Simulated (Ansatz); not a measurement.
`ClCC1=CN1` + H₂O → `OC1=CN1` + `CCl` at 400 K and 1 bar (formal hydrolysis of a C–C bond).

Program: Ansatz. Geometries: PBE0-D4/def2-TZVP. ΔE: electronic, gas phase. CBS: MP2 limit from def2 TZ/QZ plus the TZ coupled-cluster correction, frozen cores. This one scheme is used for every species. One conformer a species, not always the lowest.

```
    species  CCSD(T)/CBS energy (Eh)  H − E (kJ/mol)  S (J/(mol·K))
`ClCC1=CN1`               -630.90921           195.6          344.1
        H₂O                -76.37941            69.8          198.6
  `OC1=CN1`               -207.63901           151.1          299.3
      `CCl`               -499.63220           114.2          247.0
```

H − E and S are ideal-gas, rigid-rotor, harmonic terms from PBE0-D4/def2-TZVP, for one conformer and one mirror image of each species. 1 Eh = 2625.50 kJ/mol, R = 8.31446 J/(mol·K).

By hand: ΔE, ΔH, ΔS and ΔG.

ΔE = (-207.63901) + (-499.63220) − (-630.90921) − (-76.37941) = 0.01741 Eh = 45.7 kJ/mol. Δ(H − E) = 151.1 + 114.2 − 195.6 − 69.8 = -0.1, so ΔH = 45.6 kJ/mol. ΔS = 299.3 + 247.0 − 344.1 − 198.6 = 3.6 J/(mol·K). ΔG = 45.6 − 400 × (3.6)/1000 = 44.2 kJ/mol.

By hand: the equilibrium constant, and the temperature at which ΔG would vanish if ΔH and ΔS stayed fixed.

log₁₀ K = −ΔG/(RT ln 10) = -5.8. ΔG = 0 at ΔH/ΔS = 12667 K, far beyond where these terms or the molecules hold.

The number of gas molecules stays the same, so ΔS is small and ΔH decides. A doubt of 5 kJ/mol in ΔE shifts log₁₀ K by 0.7 here. Other conformers and mirror images would add mixing entropy, several J/(mol·K) or more a flexible species. These are equilibria of isolated gas molecules and say nothing of rates. Largest T1 diagnostic: 0.014 (customary marks: 0.02 for closed shells, 0.045 for open ones).
